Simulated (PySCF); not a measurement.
# Bond length, frequency and bond energy of Na2 by level of theory

State: ¹Σg⁺ (singlet), closed shell. Set-up: basis Na jorge-DZP-DKH; spin-free X2C with a Gaussian nucleus; PySCF 2.14. De refers to Na + Na in their ground configurations, without counterpoise correction.

```tsv
Level	Re (Å)	ωe (cm⁻¹)	De (eV)
RHF-MP2	3.137	157	0.50
RHF-SCS-MP2	3.145	155	0.59
RHF-CCSD	3.141	153	0.73
RHF-CCSD(T)	3.139	152	0.74
PBE	3.081	156	0.77
PW91	3.081	156	0.81
r²SCAN	3.126	156	0.61
PBE0	3.086	160	0.69
M06	3.117	136	0.87
CAM-B3LYP	2.996	171	0.69
B2PLYP	3.069	159	0.70
```

Q: Which functional lies closest to RHF-CCSD(T) in De, which farthest, and by how much do they differ from it?

A: Closest is PBE (-5.8 pm in Re, +2.6 % in ωe, +0.03 eV in De against RHF-CCSD(T) in the same basis), farthest r²SCAN (-1.3 pm in Re, +2.6 % in ωe, -0.13 eV in De). CCSD(T) converges more slowly with the basis than the functionals do and binds too weakly in this one, so the order can change at the basis-set limit.

Q: What does a quarter of exact exchange do here, going from PBE to PBE0?

A: PBE0 less PBE: +0.5 pm in Re, +2.6 % in ωe, -0.08 eV in De. Exact exchange removes part of the self-interaction that spreads semilocal densities, and in most molecules shortens and stiffens the bond and lowers De; here Re goes the other way.

Correlated steps freeze 2 core orbitals. Closed-shell solutions of metal pairs were not tested for spin polarisation, which can lower them a little. Correlated levels converge slowly with the basis: in double zeta they bind strong bonds too weakly, by up to about 1 eV, and carry superposition errors of some tenths. Where the molecule has an RHF reference, its open-shell atoms are computed with UHF. B2PLYP dipoles, levels and charges come from its SCF part alone.
